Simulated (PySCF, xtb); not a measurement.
**BLiS: which of two structures lies lower**

Structure X is a singlet given by its coordinates and structure Y is `[Li][B]=S`, a singlet. Both are isolated molecules in the gas phase, relaxed with B3LYP-D3(BJ)/def2-SVP.

X (Å):

```tsv
atom	x (Å)	y (Å)	z (Å)
B	0.8649	-2.1946	-0.0901
Li	-0.6040	-0.7376	-0.1132
S	-0.0092	-2.7455	1.2289
```

Close contacts (Å): B1–Li2 2.07, B1–S3 1.68, Li2–S3 2.49.

Y (Å):

```yaml
atoms:
  - { symbol: B, position_ang: [-0.0223, 0.3162, -0.2309] }
  - { symbol: Li, position_ang: [2.0243, -0.0086, -0.6204] }
  - { symbol: S, position_ang: [-1.6132, 0.5678, 0.0700] }
```

**Question.** Estimate which is lower in electronic energy at CCSD(T)/def2-TZVPP, and by roughly how much.

**Answer.** The CCSD(T)/def2-TZVPP calculation puts structure Y lower, by 8.0 kcal/mol.

Level by level:

```csv
level,geometry,E(Y) − E(X) (kcal/mol),departure from the last row (kcal/mol),"job, with rough time for the two"
B3LYP-D3(BJ)/def2-SVP,B3LYP-D3(BJ)/def2-SVP,−8.6,−0.6,"optimisation, 65 s"
HF/def2-TZVPP,B3LYP-D3(BJ)/def2-SVP,−9.6,−1.6,part of the CCSD(T) run
MP2/def2-TZVPP,B3LYP-D3(BJ)/def2-SVP,−8.9,−0.9,part of the CCSD(T) run
CCSD(T)/def2-TZVPP,B3LYP-D3(BJ)/def2-SVP,−8.0,,"single point, 31 s"
```

The levels shown agree on the order. The largest departure from CCSD(T)/def2-TZVPP is that of HF/def2-TZVPP, 1.6 kcal/mol. No reliable frequencies are at hand for X, so it isn't confirmed as a minimum. Levels run at GFN2-xTB geometries aren't shown.

The correlated steps freeze 6 core orbitals; the last core shell of Li is correlated, in a basis made for valence electrons. Codes used: PySCF 2.14.0, xtb 6.7.1; the last row on 2 threads of Intel(R) Xeon(R) Processor @ 2.50GHz (Skylake/Cascade Lake) on a shared host.
